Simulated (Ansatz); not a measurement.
Two isomers of C3H2O: A = `C#CC=O`, B = `C1=COC=1`.

Computed with Ansatz on PBE0-D4/def2-TZVP structures; ΔE is electronic, products minus reactants. CCSD(T)/CBS adds triple-zeta CCSD(T) − MP2 to the extrapolated MP2 energy (def2 sets, frozen cores). Functionals use def2-TZVPP.

A:

```xyz
6

C     0.8694    0.7532    1.0130
C     0.1980    0.1812    0.1968
C    -0.6298   -0.5449   -0.7367
O    -0.6991   -0.2906   -1.9098
H     1.4714    1.2726    1.7223
H    -1.2099   -1.3716   -0.2856
```

B:

```xyz
6

C    -0.1525    0.5286    0.4925
C    -0.8690   -0.5977    0.5096
O     0.1877   -0.6501   -0.6058
C     0.8311    0.7293   -0.3879
H    -1.8981   -0.7714    0.2298
H     1.9008    0.7614   -0.2383
```

Which is lower in electronic energy at CCSD(T)/CBS, and by how much? (Estimate.)

The calculation gave: A, by 521.5 kJ/mol.

Give E(B) − E(A) in kJ/mol with HF/def2-TZVPP, B2PLYP, CCSD(T)/def2-SVP, PBE0-D4, LDA (SPW92), MP2/def2-TZVPP, ωB97M-V. (Best estimate.)

Computed: HF/def2-TZVPP 609.4, B2PLYP 525.1, CCSD(T)/def2-SVP 551.3, PBE0-D4 506.8, LDA (SPW92) 473.3, MP2/def2-TZVPP 519.1, ωB97M-V 520.4. None reverses the order clearly.

Does the order hold for the free energy at 298.15 K (harmonic terms from PBE0-D4)? (An estimate is asked.)

Ansatz gave: Yes: G(B) − G(A) = +514.2 kJ/mol.

Largest T1 diagnostic: 0.021.

Leaving LDA and LC-ωPBE aside and taking each functional with its dispersion term where it has one, the values, not all of them listed here, spread over 73.5 kJ/mol, from revPBE-D4 to BHLYP-D4. LDA lies −10.0 kJ/mol from PBE without D4. In def2-TZVPP, CCSD(T) changes the Hartree–Fock value by −85.4 kJ/mol (the triples alone add −21.2 kJ/mol) and MP2 by −90.3 kJ/mol.
